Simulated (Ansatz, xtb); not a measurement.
## Relative energy of two isomers of CH8AlN

Structure I: `C[NH2+][AlH3-]`, a singlet. Structure II: `[CH3][AlH2-][NH3+]`, a singlet. Both are isolated molecules in the gas phase, relaxed with PBE-D3(BJ)/def2-SVP.

Quicker runs give these differences E(II) − E(I): GFN2-xTB +13.7 kcal/mol; HF/STO-3G −15.8 kcal/mol (at GFN2-xTB geometries); r2SCAN-D4/def2-SVP −14.2 kcal/mol (at GFN2-xTB geometries).

Q: Which of the two would you expect CCSD(T)/def2-TZVP electronic energies to favour?

A: Structure II; the calculation gives E(II) − E(I) = −15.1 kcal/mol.

How the difference moves with the method:

| level | geometry | E(II) − E(I) (kcal/mol) | departure from the last row (kcal/mol) | job, with rough time for the two |
| --- | --- | --- | --- | --- |
| GFN2-xTB | GFN2-xTB | +13.7 | +28.8 | optimisation, 0.21 s |
| HF/STO-3G | GFN2-xTB | −15.8 | −0.8 | single point, 0.2 s |
| r2SCAN-D4/def2-SVP | GFN2-xTB | −14.2 | +0.8 | single point, 2.6 s |
| PBE-D3(BJ)/def2-SVP | PBE-D3(BJ)/def2-SVP | −13.2 | +1.9 | optimisation, 14 s |
| HF/def2-TZVP | PBE-D3(BJ)/def2-SVP | −12.7 | +2.4 | part of the CCSD(T) run |
| MP2/def2-TZVP | PBE-D3(BJ)/def2-SVP | −16.3 | −1.2 | part of the CCSD(T) run |
| CCSD(T)/def2-TZVP | PBE-D3(BJ)/def2-SVP | −15.1 |  | single point, 28 s |

As drawn, II has 1 C–Al, 1 N–H in place of 1 C–N, 1 Al–H.

GFN2-xTB puts the two in the other order. The largest departure from CCSD(T)/def2-TZVP is that of GFN2-xTB, 28.8 kcal/mol.

With harmonic frequencies from PBE-D3(BJ)/def2-SVP (ideal gas, rigid rotor, one conformer each, 298.15 K, 1 atm): on the last row, ΔE + ΔZPE = −15.1, ΔH = −14.6, ΔG = −15.7 kcal/mol.

The correlated steps freeze 7 core orbitals. Codes used: Ansatz 0.2.0, xtb 6.7.1; the last row on 2 threads of Arm Neoverse V1 on a shared host.
